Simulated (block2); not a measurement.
# BOF (fluoro(oxo)borane): DMRG/ANO-RCC-MB

What is the energy change on altering one bond length of BOF (fluoro(oxo)borane) at DMRG/ANO-RCC-MB? 

The calculation is run with block2 0.5.4.

5 further runs of the same task are left out: 2 that didn't finish, 3 set aside as unsound or not needed.

### Step 1. The molecule

The species is BOF (3 atoms), meant as a singlet with charge 0. SMILES: `O=BF`. Geometry: relaxed at PBE0-D4/def2-TZVP.

Bond lengths: O1–B2 1.206 Å, B2–F3 1.282 Å. Angles: O1–B2–F3 180.0°.

### Step 2. A single-point energy at DMRG/ANO-RCC-MB

Input file integrals.py:

```python
from pyscf import ao2mo, cc, dft, gto, mcscf, mp, scf
from pyscf.tools import fcidump

geom = [
    ("O", (0.983100, -0.565100, 0.479900)),
    ("B", (0.020300, -0.011600, 0.009900)),
    ("F", (-1.003400, 0.576800, -0.489800)),
]
mol = gto.M(
    atom=geom,
    basis="ano-rcc-mb",
    verbose=4,
)
print("basis functions = %d" % (mol.nao))
mf = scf.RHF(mol)
mf.conv_tol = 1e-10
mf.max_cycle = 200
mf.kernel()
if not mf.converged:
    mf = mf.newton().run(mf.mo_coeff, mf.mo_occ)
print("SCF energy = %.10f" % (mf.e_tot))
ref = mf
pt = mp.MP2(ref, frozen=3).run()
mycc = cc.CCSD(ref, frozen=3)
mycc.max_cycle = 150
mycc.kernel()
print(f"MP2 total energy = {pt.e_tot:.10f}")
if mycc.converged:
    print("CCSD total energy = %.10f" % (mycc.e_tot))
    print("E(CCSD(T)) = %.10f" % (mycc.e_tot + mycc.ccsd_t()))
    print(f"T1 = {mycc.get_t1_diagnostic():.4f}")
ks = dft.RKS(mol, xc="blyp").set(conv_tol=1e-9, verbose=3).run()
if ks.converged:
    print(f"E(BLYP) = {ks.e_tot:.8f}")
ks = dft.RKS(mol, xc="wb97x").set(conv_tol=1e-9, verbose=3).run()
if ks.converged:
    print("E(wB97X) = %.8f" % (ks.e_tot))
ks = dft.RKS(mol, xc="camb3lyp").set(conv_tol=1e-9, verbose=3).run()
if ks.converged:
    print(f"E(CAM-B3LYP) = {ks.e_tot:.8f}")
ks = dft.RKS(mol, xc="pbe0").set(conv_tol=1e-9, verbose=3).run()
if ks.converged:
    print("E(PBE0) = %.8f" % (ks.e_tot))
occ_no, mo = mcscf.addons.make_natural_orbitals(cc.CCSD(mf, frozen=3).run())
mf.mo_coeff = mo
cas = mcscf.CASCI(mf, 12, 16)
h1, ecore = cas.get_h1eff()
fcidump.from_integrals("FCIDUMP", h1, cas.get_h2eff(), 12, 16, nuc=ecore, ms=0)
ci = mcscf.CASCI(mf, 12, (8, 8))
ci.fix_spin_(ss=0)
ci.fcisolver.conv_tol = 1e-10
ci.fcisolver.max_cycle = 200
ci.kernel()
print(f"E(FCI) = {ci.e_tot:.10f}")
```

Input file block.conf:

```
sym c1
orbitals FCIDUMP
nelec 16
spin 0
irrep 1
occ 2 2 2 2 2 2 2 2 0 0 0 0
cbias 0.3
schedule
0 12 1E-07 1E-03
4 25 1E-07 1E-04
6 50 1E-07 1E-04
9 100 1E-07 1E-05
12 100 1E-08 0.0
end
maxiter 18
sweep_tol 1E-06
fiedler
mem 1g
num_thrds 1
prefix ./tmp
outputlevel 2
onepdm
```

Run with:

```bash
$ python integrals.py && block2main block.conf
```

Log:

```text
$ python integrals.py

[INPUT] verbose = 4
[INPUT] num. atoms = 3
[INPUT] num. electrons = 22
[INPUT] charge = 0
[INPUT] spin (= nelec alpha-beta = 2S) = 0
[INPUT] symmetry False subgroup None
[INPUT] Mole.unit = angstrom
[INPUT] Symbol           X                Y                Z      unit          X                Y                Z       unit  Magmom
[INPUT]  1 O      0.983100000000  -0.565100000000   0.479900000000 AA    1.857789753060  -1.067884232992   0.906879567179 Bohr   0.0
[INPUT]  2 B      0.020300000000  -0.011600000000   0.009900000000 AA    0.038361440329  -0.021920823045   0.018708288633 Bohr   0.0
[INPUT]  3 F     -1.003400000000   0.576800000000  -0.489800000000 AA   -1.896151193389   1.089994028649  -0.925587855812 Bohr   0.0

nuclear repulsion = 51.4389501540037
number of shells = 6
number of NR pGTOs = 123
number of NR cGTOs = 15
basis = ano-rcc-mb
ecp = {}
CPU time:         0.45
basis functions = 15

******** <class 'pyscf.scf.hf.RHF'> ********
method = RHF
initial guess = minao
damping factor = 0
level_shift factor = 0
DIIS = <class 'pyscf.scf.diis.CDIIS'>
diis_start_cycle = 1
diis_space = 8
diis_damp = 0
SCF conv_tol = 1e-10
SCF conv_tol_grad = None
SCF max_cycles = 200
direct_scf = True
direct_scf_tol = 1e-13
chkfile to save SCF result = tmpjfzyng10
max_memory 1800 MB (current use 122 MB)
Set gradient conv threshold to 1e-05
[... 241 lines left out ...]
 --> Site =    2-   3 .. Mmps =   12 Ndav =  13 E =   -195.5141693450 Error = 4.14e-04 FLOPS = 6.36e+08 Tdav = 0.00 T = 0.01
[... 42 lines left out ...]
 --> Site =    5-   6 .. Mmps =   12 Ndav =   6 E =   -198.9778464055 Error = 9.28e-05 FLOPS = 5.94e+08 Tdav = 0.00 T = 0.01
[... 42 lines left out ...]
 --> Site =    8-   9 .. Mmps =   25 Ndav =   3 E =   -199.0062294077 Error = 1.24e-06 FLOPS = 1.03e+09 Tdav = 0.00 T = 0.00
[... 51 lines left out ...]
 <-- Site =   10-  11 .. Mmps =    3 Ndav =   1 E =   -199.0134066253 Error = 0.00e+00 FLOPS = 1.25e+09 Tdav = 0.00 T = 0.00
[... 42 lines left out ...]
 <-- Site =    7-   8 .. Mmps =  100 Ndav =   4 E =   -199.0173276079 Error = 7.85e-13 FLOPS = 3.56e+09 Tdav = 0.01 T = 0.01
[... 42 lines left out ...]
 <-- Site =    4-   5 .. Mmps =  100 Ndav =   4 E =   -199.0184446013 Error = 8.60e-06 FLOPS = 1.20e+10 Tdav = 0.03 T = 0.06
[... 42 lines left out ...]
 <-- Site =    1-   2 .. Mmps =   10 Ndav =   1 E =   -199.0184464292 Error = 4.95e-18 FLOPS = 7.49e+08 Tdav = 0.00 T = 0.00
[... 68 lines left out ...]
 <-- Site =    5-   6 .. Nterms =           13 Error =  0.000000000000/ 0.000000000000 FLOPS = 7.10e+09 Tmult = 0.00 T = 0.01
 <-- Site =    4-   5 .. Nterms =           15 Error =  0.000000000000/ 0.000000000000 FLOPS = 5.36e+09 Tmult = 0.00 T = 0.00
 <-- Site =    3-   4 .. Nterms =           17 Error =  0.000000000000/ 0.000000000000 FLOPS = 2.71e+09 Tmult = 0.00 T = 0.00
 <-- Site =    2-   3 .. Nterms =           19 Error =  0.000000000000/ 0.000000000000 FLOPS = 1.57e+09 Tmult = 0.00 T = 0.00
 <-- Site =    1-   2 .. Nterms =           21 Error =  0.000000000000/ 0.000000000000 FLOPS = 1.17e+09 Tmult = 0.00 T = 0.00
 <-- Site =    0-   1 .. Nterms =           23 Error =  0.000000000000/ 0.000000000000 FLOPS = 2.95e+08 Tmult = 0.00 T = 0.00
[... 7 lines left out ...]
NPDM Sorting | Nsites =    12 | Nmaxops =  2 | DotSite = 2 | SymbolFree = T | Compressed = T | LowMem = F | Mem = 1.12 KB
 Site =     0 ..  T = 0.000
 Site =     1 ..  T = 0.000
 Site =     2 ..  T = 0.000
 Site =     3 ..  T = 0.000
 Site =     4 ..  T = 0.000
 Site =     5 ..  T = 0.000
 Site =     6 ..  T = 0.000
 Site =     7 ..  T = 0.000
 Site =     8 ..  T = 0.000
 Site =     9 ..  T = 0.000
 Site =    10 ..  T = 0.000
Ttotal =      0.000

DMRG OCC =   1.999 1.997 1.990 1.990 1.981 1.976 1.948 1.948 0.062 0.062 0.036 0.011
```

Wall time 14 s (1 thread of Intel Xeon 6975P-C (Granite Rapids), shared host); peak memory 0.21 GiB.

### Step 3. The distorted shape: the energy at DMRG/ANO-RCC-MB

Input file prepare.py:

```python
from pyscf import ao2mo, cc, dft, gto, mcscf, mp, scf
from pyscf.tools import fcidump

geom = """
O      2.138439    -1.229288     1.043890
B      0.020300    -0.011600     0.009900
F     -1.003400     0.576800    -0.489800
"""
mol = gto.M(
    atom=geom,
    basis="ano-rcc-mb",
    spin=0,
    verbose=3,
    max_memory=2000,
)
print("basis functions = %d" % (mol.nao))
mf = scf.RHF(mol)
mf.conv_tol = 1e-10
mf.max_cycle = 200
mf.kernel()
if not mf.converged:
    mf = mf.newton().run(mf.mo_coeff, mf.mo_occ)
print("E(HF) = %.10f" % (mf.e_tot))
ref = mf
pt = mp.MP2(ref, frozen=3).run()
mycc = cc.CCSD(ref, frozen=3)
mycc.max_cycle = 150
mycc.kernel()
print(f"E(MP2) = {pt.e_tot:.10f}")
if mycc.converged:
    print("E(CCSD) = %.10f" % (mycc.e_tot))
    print(f"CCSD(T) total energy = {mycc.e_tot + mycc.ccsd_t():.10f}")
    print(f"T1 = {mycc.get_t1_diagnostic():.4f}")
ks = dft.RKS(mol, xc="blyp").set(conv_tol=1e-9, verbose=3).run()
if ks.converged:
    print(f"E(BLYP) = {ks.e_tot:.8f}")
ks = dft.RKS(mol, xc="wb97x").set(conv_tol=1e-9, verbose=3).run()
if ks.converged:
    print("E(wB97X) = %.8f" % (ks.e_tot))
ks = dft.RKS(mol, xc="camb3lyp").set(conv_tol=1e-9, verbose=3).run()
if ks.converged:
    print(f"E(CAM-B3LYP) = {ks.e_tot:.8f}")
ks = dft.RKS(mol, xc="pbe0").set(conv_tol=1e-9, verbose=3).run()
if ks.converged:
    print("E(PBE0) = %.8f" % (ks.e_tot))
occ_no, mo = mcscf.addons.make_natural_orbitals(mp.MP2(mf, frozen=3).run())
mf.mo_coeff = mo
cas = mcscf.CASCI(mf, 12, 16)
h1, ecore = cas.get_h1eff()
fcidump.from_integrals("FCIDUMP", h1, cas.get_h2eff(), 12, 16, nuc=ecore, ms=0)
ci = mcscf.CASCI(mf, 12, (8, 8))
ci.fix_spin_(ss=0)
ci.fcisolver.conv_tol = 1e-10
ci.fcisolver.max_cycle = 200
ci.kernel()
print(f"FCI energy = {ci.e_tot:.10f}")
```

Input file dmrg.conf:

```
sym c1
orbitals FCIDUMP
nelec 16
spin 0
irrep 1
occ 2 2 2 2 2 2 2 2 0 0 0 0
cbias 0.2
schedule
0 50 1E-08 1E-04
3 100 1E-08 1E-05
7 100 1E-09 0.0
end
maxiter 13
sweep_tol 1E-07
gaopt default
mem 2g
num_thrds 1
prefix ./tmp
outputlevel 1
onepdm
```

Run with:

```bash
$ python prepare.py && block2main dmrg.conf
```

Log:

```text
$ python prepare.py
basis functions = 15
converged SCF energy = -198.722196198371
E(HF) = -198.7221961984
E(RMP2) = -198.784127933005  E_corr = -0.0619317346344307
E(SCS-RMP2) = -198.787202019996  E_corr = -0.0650058216249891
E(CCSD) = -198.8183956147329  E_corr = -0.09619941636198809
E(MP2) = -198.7841279330
E(CCSD) = -198.8183956147
CCSD(T) correction = -0.00519884891580363
CCSD(T) total energy = -198.8235944636
T1 = 0.0196
SCF not converged.
SCF energy = -199.018131103387
converged SCF energy = -199.567452768571
E(wB97X) = -199.56745277
converged SCF energy = -199.55097240469
E(CAM-B3LYP) = -199.55097240
converged SCF energy = -199.395957544882
E(PBE0) = -199.39595754
E(RMP2) = -198.784127933005  E_corr = -0.0619317346344307
E(SCS-RMP2) = -198.787202019996  E_corr = -0.0650058216249891
CASCI E = -198.824330316746  E(CI) = -60.1738112809551  S^2 = 0.0000000
FCI energy = -198.8243303167

$ block2main dmrg.conf

[... 32 lines left out ...]
integral sym error =            0
[... 36 lines left out ...]
Sweep =    7 | Direction = backward | Bond dimension =  100 | Noise =  0.00e+00 | Dav threshold =  1.00e-09
Time elapsed =      2.668 | E =    -198.8243169605 | DE = 1.22e-08 | DW = 8.79957e-07

Final canonical form =  CRRRRRRRRRRR 0
DMRG Energy = -198.824316960527483
npdm string = ['(C+D)0']

Build NPDM MPO | Nsites =    12 | Nmaxops =  2 | SymbolFree = T | Cutoff = 0.00e+00
 Site =     0 /    12 .. L =        4 R =        1 M =            0 Tmid = 0.000 T = 0.000
 Site =     1 /    12 .. L =        4 R =       23 M =           23 Tmid = 0.000 T = 0.000
 Site =     2 /    12 .. L =        4 R =       21 M =           21 Tmid = 0.000 T = 0.000
 Site =     3 /    12 .. L =        4 R =       19 M =           19 Tmid = 0.000 T = 0.000
 Site =     4 /    12 .. L =        4 R =       17 M =           17 Tmid = 0.000 T = 0.000
 Site =     5 /    12 .. L =        4 R =       15 M =           15 Tmid = 0.000 T = 0.000
 Site =     6 /    12 .. L =        4 R =       13 M =           13 Tmid = 0.000 T = 0.000
 Site =     7 /    12 .. L =        4 R =       11 M =           11 Tmid = 0.000 T = 0.000
 Site =     8 /    12 .. L =        4 R =        9 M =            9 Tmid = 0.000 T = 0.000
 Site =     9 /    12 .. L =        4 R =        7 M =            7 Tmid = 0.000 T = 0.000
 Site =    10 /    12 .. L =        4 R =        5 M =            5 Tmid = 0.000 T = 0.000
 Site =    11 /    12 .. L =        1 R =        4 M =            4 Tmid = 0.000 T = 0.000
Ttotal =      0.000

Expectation | Direction =  forward | BRA bond dimension =  100 | KET bond dimension =  100
Time elapsed =      0.028
NPDM Sorting | Nsites =    12 | Nmaxops =  2 | DotSite = 2 | SymbolFree = T | Compressed = T | LowMem = F | Mem = 1.12 KB
Ttotal =      0.000

DMRG OCC =   1.999 1.807 1.807 1.997 1.985 1.980 1.980 1.869 0.086 0.085 0.228 0.177
```

It took 22 s on 1 thread of Intel Xeon 6975P-C (Granite Rapids), shared host; peak memory 0.2 GiB.

### Step 4. Outcome

At DMRG/ANO-RCC-MB, 3 core orbitals frozen:

| quantity | value |
| --- | --- |
| run 1, DMRG/ANO-RCC-MB: total energy | -199.01847 Eh |
| run 1, DMRG/ANO-RCC-MB: T1 diagnostic of the CCSD step | 0.019 |
| distorted shape: total energy | -198.82432 Eh |
| distorted shape: T1 diagnostic of the CCSD step | 0.020 |
| energy change with the O1–B2 bond stretched from 1.206 to 2.653 Å | 5.283 eV |

What this shows: With the O1–B2 bond stretched from 1.206 to 2.653 Å the energy rises by 5.28 eV (122 kcal/mol). The first shape isn't relaxed at this level, so the change isn't measured from a minimum. The minimal basis adds a large error of its own. The basis (run 1, DMRG/ANO-RCC-MB) was made for a relativistic Hamiltonian, but the run is non-relativistic. The basis (distorted shape) was made for a relativistic Hamiltonian, but the run is non-relativistic.
